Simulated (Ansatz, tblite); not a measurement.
## How well does each level of theory give the bulk modulus of cubic perovskite KTaO₃?

Reference value: 220 GPa (measured, temperature not stated, no zero-point or thermal correction; as tabulated in Tinte et al. (1998), arXiv:cond-mat/9809379).

```
level (code)         value (GPa)  cell (Å³/atom)
-------------------  -----------  --------------
IPEA1-xTB (tblite)           122           11.82
LDA (Ansatz)                 218           12.35
PBE (Ansatz)                 188           13.04
r²SCAN+SOC (Ansatz)            …           12.69
PBE0 (Ansatz)                213           12.66
```

**Question.** Fill in the missing entries.

**Answer.** 
- r²SCAN+SOC (Ansatz, a first-principles code), value (GPa): 209

Differences against the reference: IPEA1-xTB -45 %, LDA -0.9 %, PBE -14.5 %, r²SCAN+SOC -5.0 %, PBE0 -3.2 %.

Leaving aside IPEA1-xTB, which can be fitted to such values or carry a doubt: The reference's temperature isn't stated, so close values are not ranked against it.

The measured value isn't corrected to a static lattice, so vibrations enter the comparison. A static lattice is as a rule stiffer than a warm one, by over a tenth in soft solids.  Density-functional levels without +SOC have no spin–orbit coupling. IPEA1-xTB: this parameter set was refitted to ionisation energies, not structures. IPEA1-xTB: the run uses a supercell at the zone centre in place of a k mesh. IPEA1-xTB, LDA, PBE, r²SCAN+SOC, PBE0: the relaxation could not lower the start's symmetry, so the cell can be a saddle point above a distorted one. Each level is taken at its own relaxed cell. Cutoffs and k meshes differ between the levels. Ansatz's density-functional and Hartree–Fock values are scalar-relativistic unless marked +SOC, with PAW data made under PBE.

Differences are worked out from the printed values.
